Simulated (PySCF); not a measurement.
PySCF input (BP86/def2-SVP):

```python
from pyscf import gto, dft

mol = gto.M(
    atom='''
    O     0.33202246    1.26333195    0.22164394
    C     0.04689931    0.01703971    0.00188739
    N     0.96756786   -0.88784036   -0.18696653
    C    -1.39460548   -0.30999386   -0.02027044
    H     0.70599867   -1.84972292   -0.35549509
    H    -1.87846756    0.29343208   -0.79149716
    H    -1.57306342   -1.36514710   -0.20795893
    H    -1.83354797   -0.02170943    0.93746522
    H     1.95893566   -0.68158913   -0.17512909
    H     1.27722700    1.49068828    0.23852760
    ''',
    basis='def2-svp',
    charge=1,
    spin=0,
    verbose=4,
)

mf = dft.RKS(mol, xc='bp86')
mf.grids.level = 3
mf.conv_tol = 1e-9
mf.max_cycle = 100
mf.max_memory = 1500
mf.kernel()
if not mf.converged:
    mf = mf.newton()
    mf.kernel(mf.make_rdm1())
mf.dip_moment()
```

From the last part of the output:

```
tot grids = 115072
init E= -210.074726686956
  HOMO = -0.339847187995199  LUMO = -0.0827786662655425  gap/eV = 6.99519
cycle= 1 E= -209.312544159154  delta_E= 0.762  |g|= 0.683  |ddm|= 3.16
  HOMO = -0.446415928348289  LUMO = -0.268655937698319  gap/eV = 4.83710
cycle= 2 E= -208.953091178569  delta_E= 0.359  |g|=  1.5  |ddm|= 1.78
  HOMO = -0.501672498570124  LUMO = -0.269986151959165  gap/eV = 6.30451
cycle= 3 E= -209.386017343025  delta_E= -0.433  |g|= 0.293  |ddm|= 1.34
  HOMO = -0.520684385705184  LUMO = -0.275741330764824  gap/eV = 6.66524
cycle= 4 E= -209.404352392415  delta_E= -0.0183  |g|= 0.0919  |ddm|= 0.29
  HOMO = -0.51409520113252  LUMO = -0.279043643925376  gap/eV = 6.39608
cycle= 5 E= -209.405852343572  delta_E= -0.0015  |g|= 0.0398  |ddm|= 0.0954
  HOMO = -0.514552880531925  LUMO = -0.276706852566252  gap/eV = 6.47212
cycle= 6 E= -209.406237949673  delta_E= -0.000386  |g|= 0.00709  |ddm|= 0.0365
  HOMO = -0.514306900408894  LUMO = -0.276534751742901  gap/eV = 6.47011
cycle= 7 E= -209.406249772699  delta_E= -1.18e-05  |g|= 0.00153  |ddm|= 0.00669
  HOMO = -0.514516408893032  LUMO = -0.276748106083311  gap/eV = 6.47001
cycle= 8 E= -209.406250223581  delta_E= -4.51e-07  |g|= 0.000479  |ddm|= 0.00167
  HOMO = -0.514445651901088  LUMO = -0.27667445922831  gap/eV = 6.47008
cycle= 9 E= -209.40625028154  delta_E= -5.8e-08  |g|= 5.23e-05  |ddm|= 0.000518
  HOMO = -0.514452957705945  LUMO = -0.276680667566735  gap/eV = 6.47011
cycle= 10 E= -209.406250282162  delta_E= -6.22e-10  |g|= 8.04e-06  |ddm|= 6.17e-05
  HOMO = -0.514452762338466  LUMO = -0.276680006488653  gap/eV = 6.47013
Extra cycle  E= -209.406250282109  delta_E= 5.32e-11  |g|= 1.79e-05  |ddm|= 2.31e-05
converged SCF energy = -209.406250282109

WARN: System has nonzero charge 1; the dipole moment is origin-dependent.
Location of origin: [0. 0. 0.]

Dipole moment(X, Y, Z, Debye):  2.56969, -1.60130, -0.35860
```

The dipole moment of an ion depends on the origin.
